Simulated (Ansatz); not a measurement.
## P2H2 (phosphanylidenephosphane): methods side by side

P2H2: 4 atoms, total charge 0, spin state singlet. SMILES: `[H]/P=P/[H]`. Geometry: relaxed at GFN2-xTB.

Each level gives the electronic atomisation energy (eV). The values are calculated. Electronic energies at fixed atoms, without zero-point motion or spin-orbit coupling.

```csv
level,kind,program,value (eV),less FCI/STO-3G,CPU time (all runs)
revPBE/STO-3G,GGA,Ansatz,13.17,+2.79,1.2 s
r2SCAN/STO-3G,meta-GGA,Ansatz,12.73,+2.35,3.7 s
r2SCAN0/STO-3G,hybrid meta-GGA,Ansatz,11.99,+1.61,3.4 s
wB97M-V/STO-3G,range-separated hybrid,Ansatz,13.30,+2.92,14 s
RPA@PBE/STO-3G,RPA,Ansatz,10.64,+0.26,1.5 s
MP2/STO-3G,perturbation theory,Ansatz,9.61,-0.77,0.18 s
BCCD(T)/STO-3G,coupled cluster or CI,Ansatz,10.35,-0.03,0.26 s
CCSDT/STO-3G,coupled cluster or CI,Ansatz,10.36,-0.02,0.35 s
CCSDTQ/STO-3G,coupled cluster or CI,Ansatz,10.38,0.00,2 s
FCI/STO-3G,exact in the basis,Ansatz,10.38,0.00,0.4 s
```

FCI/STO-3G is exact within its basis and frozen core, so for wave-function methods in that basis the difference is their error; functionals converge differently with the basis, so for them it is only a difference. The values span 9.61 to 13.30 eV. All rows use very small basis sets, so none should be taken for the real molecule's value. In so small a basis fixed costs decide the times, and correlated methods can beat functionals. CPU times are rough (shared hosts, several kinds of processor and program).
